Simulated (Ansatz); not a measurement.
Geometry optimisation, Ansatz, RKS PBE-D4/def2-SVP.

The input (input.yaml):

```yaml
crystal:
  periodic: [false, false, false]
  atoms:
    - { symbol: Si, position_ang: [0.0, 0.0, 0.0] }
    - { symbol: H, position_ang: [0.0, 0.0, 1.46] }
    - { symbol: O, position_ang: [1.5842, 0.0, -0.5594] }
    - { symbol: Si, position_ang: [2.4906, -1.3762, -0.8866] }
    - { symbol: H, position_ang: [1.6598, -2.3521, -1.5857] }
    - { symbol: H, position_ang: [3.6318, -1.0202, -1.7249] }
    - { symbol: H, position_ang: [2.9691, -1.9538, 0.366] }
    - { symbol: H, position_ang: [-0.6877, 1.1914, -0.4862] }
    - { symbol: H, position_ang: [-0.6877, -1.1914, -0.4862] }
basis:
  gaussian: { orbitals: def2-SVP }
hamiltonian:
  xc: pbe
  dispersion: d4
relax:
  f_tol: 0.02
  max_steps: 40
```

Launched with:

```bash
$ ansatz run input.yaml --threads 1 --pin off --max-ram 2048MiB --backend cpu --events-out ev --progress --plain --runs-dir out
```

Problem. Where does it end, and by what steps?

Solution. The forces met the threshold. The force dipped under the threshold on the way, but the program's further checks kept it going. After 13 steps the energy has fallen by 0.163 eV; H9 moved furthest, 0.47 Å.

```tsv
step	energy less start (eV)	largest force component (eV/Å)	accepted
0	0.0000	0.851	yes
1	-0.1153	0.238	yes
2	-0.1363	0.211	yes
3	-0.1571	0.239	yes
4	-0.1450	0.712	no
5	-0.1596	0.071	yes
6	-0.1612	0.003	yes
7	-0.1616	0.020	yes
8	-0.1618	0.027	yes
9	-0.1621	0.028	yes
10	-0.1623	0.028	yes
11	-0.1623	0.042	yes
12	-0.1624	0.023	yes
13	-0.1625	0.013	yes
```

```xyz
9
Properties=species:S:1:pos:R:3
Si -0.099 0.021 0.003
H -0.022 -0.098 1.503
O 1.402 -0.251 -0.686
Si 2.562 -1.437 -0.907
H 1.958 -2.653 -1.561
H 3.635 -0.874 -1.791
H 3.160 -1.844 0.415
H -0.531 1.409 -0.368
H -1.106 -0.975 -0.512
```

The run took 30 s on 1 thread of Arm Neoverse V1 (shared host), peak memory 0.14 GiB.
